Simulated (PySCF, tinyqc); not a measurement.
CCSD on RHF in the sto-3g basis, for BH, spin multiplicity 1, step by step. The lowest restricted solution is unstable here: a spin-polarised one lies 0.0055 hartree lower (PySCF). One step of it, computed by the program tinyqc.

Task: CCSD: starting amplitudes. t_ij^ab = <ij||ab> / (e_i + e_j - e_a - e_b), whose energy is MP2.

orbital energies (hartree): MO1 -7.369403, MO2 -0.485661, MO3 -0.243991, MO4 0.256049, MO5 0.256049, MO6 0.438923

Two-electron integrals over orbitals (pq|rs), unique and non-zero (hartree):
```
(11|11) 2.892565    (21|11) -0.270265   (21|21) 0.040308    (22|11) 0.621326
(22|21) -0.009102   (22|22) 0.485263    (31|11) -0.170797   (31|21) 0.023534
(31|22) -0.013441   (31|31) 0.023780    (32|11) 0.136789    (32|21) -0.008443
(32|22) -0.027484   (32|31) 0.006020    (32|32) 0.115283    (33|11) 0.596695
(33|21) -0.010129   (33|22) 0.437432    (33|31) 0.003116    (33|32) 0.024611
(33|33) 0.485994    (41|41) 0.021613    (42|41) 0.022881    (42|42) 0.079259
(43|41) 0.014427    (43|42) 0.043353    (43|43) 0.042903    (44|11) 0.742011
(44|21) -0.010010   (44|22) 0.467945    (44|31) -0.005899   (44|32) 0.074492
(44|33) 0.450102    (44|44) 0.586773    (51|51) 0.021613    (52|51) 0.022881
(52|52) 0.079259    (53|51) 0.014427    (53|52) 0.043353    (53|53) 0.042903
(54|54) 0.031630    (55|11) 0.742011    (55|21) -0.010010   (55|22) 0.467945
(55|31) -0.005899   (55|32) 0.074492    (55|33) 0.450102    (55|44) 0.523513
(55|55) 0.586773    (61|11) -0.104996   (61|21) 0.018270    (61|22) 0.005164
(61|31) -0.001005   (61|32) -0.015725   (61|33) -0.014350   (61|44) -0.003562
(61|55) -0.003562   (61|61) 0.021893    (62|11) 0.159785    (62|21) -0.002815
(62|22) 0.047006    (62|31) -0.012747   (62|32) 0.033035    (62|33) -0.013091
(62|44) 0.086785    (62|55) 0.086785    (62|61) 0.011130    (62|62) 0.100819
(63|11) -0.153127   (63|21) 0.003870    (63|22) 0.001212    (63|31) -0.004655
(63|32) -0.104326   (63|33) -0.034041   (63|44) -0.083012   (63|55) -0.083012
(63|61) 0.009594    (63|62) -0.061059   (63|63) 0.125448    (64|41) 0.008343
(64|42) 0.030090    (64|43) 0.000490    (64|64) 0.027264    (65|51) 0.008343
(65|52) 0.030090    (65|53) 0.000490    (65|65) 0.027264    (66|11) 0.620027
(66|21) -0.006666   (66|22) 0.497035    (66|31) -0.013648   (66|32) -0.059528
(66|33) 0.463096    (66|44) 0.447260    (66|55) 0.447260    (66|61) 0.008459
(66|62) 0.015801    (66|63) 0.033003    (66|66) 0.551448
```

Give: Starting amplitudes; correlation energy.

Result:

Starting amplitudes (spin orbitals 1a, 1b, ...; amplitudes related by a flip of all spins are not repeated):
```
from      to        t
3a 3b  6a 6b  -0.0918
2a 2b  6a 6b  -0.0545
2a 2b  5a 5b  -0.0534
2a 2b  4a 4b  -0.0534
3a 3b  5a 5b  -0.0429
3a 3b  4a 4b  -0.0429
2a 3b  6a 6b   0.0380
2a 3b  5a 5b  -0.0349
2a 3b  4a 4b  -0.0349
1a 2b  5a 5b  -0.0027
1a 2b  4a 4b  -0.0027
1a 3b  5a 5b  -0.0018
1a 3b  4a 4b  -0.0018
1a 1b  5a 5b  -0.0014
1a 1b  4a 4b  -0.0014
1a 1b  6a 6b  -0.0014
1a 2b  6a 6b  -0.0013
1a 3b  6a 6b  -0.0011
```

correlation energy = -0.040357 hartree
